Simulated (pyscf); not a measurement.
Single points on ωB97X-D3(BJ)/def2-SVP structures (PySCF, gas phase).

Q: For F–Si(SiH₃)(SiH₃)–SiH₃ (SMILES F[Si]([SiH3])([SiH3])[SiH3]) + H• (SMILES [H]) -> F–Si(SiH₂•)(SiH₃)–SiH₃ (SMILES F[Si]([SiH2])([SiH3])[SiH3]) + H₂ (SMILES [H][H]), a hydrogen abstraction (doublet surface; H–Si broken, H–H formed), PBE/def2-TZVP gives ΔE‡ = -0.3 kJ/mol and ΔE = -74.9 kJ/mol (zero: the separated reactants). In which direction and how far do PBE0-D3(BJ)/def2-TZVP, M06-2X/def2-TZVP, ωB97M-D3(BJ)/def2-TZVP move these?

A: PBE0-D3(BJ): ΔE‡ = 5.1 kJ/mol, ΔE = -69.1 kJ/mol; M06-2X: ΔE‡ = 19.1 kJ/mol, ΔE = -77.2 kJ/mol; ωB97M-D3(BJ): ΔE‡ = 16.7 kJ/mol, ΔE = -65.4 kJ/mol. PBE's barrier lies under all of them, by 5.4 to 19.5 kJ/mol. Its reaction energy lies among theirs. F–Si(SiH₂•)(SiH₃)–SiH₃ lies 34.9 kJ/mol over its isomer F–SiH₂–Si•(SiH₃)–SiH₃ (electronic energy, ωB97M-D3(BJ)/def2-TZVP). One saddle was located; it need not be the lowest between these sides. The angle at the transferred H is 179°.
